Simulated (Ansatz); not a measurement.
Start from `O=COCS` and change one atom or group to get `O=COCF`.

Ansatz, PBE0-D4/def2-TZVP geometries, multiplicity 1. Each molecule was computed in one conformer, which needn't be the lowest.

| property | `O=COCS` |
| --- | --- |
| HOMO energy (PBE/def2-TZVPP) / eV | -6.22 |
| size of the dipole moment (B3LYP/def2-TZVPP) / D | 1.49 |
| HOMO energy (B3LYP/def2-TZVPP) / eV | -7.27 |
| LUMO energy (ωB97M-V/def2-TZVPP) / eV | 1.97 |
| LUMO energy (PBE/def2-TZVPP) / eV | -1.32 |
| HOMO energy (ωB97M-V/def2-TZVPP) / eV | -9.75 |

(1) Give the same properties after the change, and the shifts. (Best estimate.)

## Answers

(1) Computed: 
```csv
property,`O=COCF`,shift
HOMO energy (PBE/def2-TZVPP) / eV,-7.08,-0.86
size of the dipole moment (B3LYP/def2-TZVPP) / D,2.24,0.75
HOMO energy (B3LYP/def2-TZVPP) / eV,-8.53,-1.26
LUMO energy (ωB97M-V/def2-TZVPP) / eV,1.88,-0.09
LUMO energy (PBE/def2-TZVPP) / eV,-1.64,-0.32
HOMO energy (ωB97M-V/def2-TZVPP) / eV,-11.22,-1.47
```

With PBE0 the HOMO falls by 1.27 eV and the LUMO falls by 0.30 eV, so the gap widens by about 0.97 eV. PBE moves the HOMO by -0.86 eV and ωB97M-V by -1.47 eV. Dipoles are sizes alone; their direction can turn.

B3LYP here is the variant with VWN-RPA as its local correlation; programs differ in this.
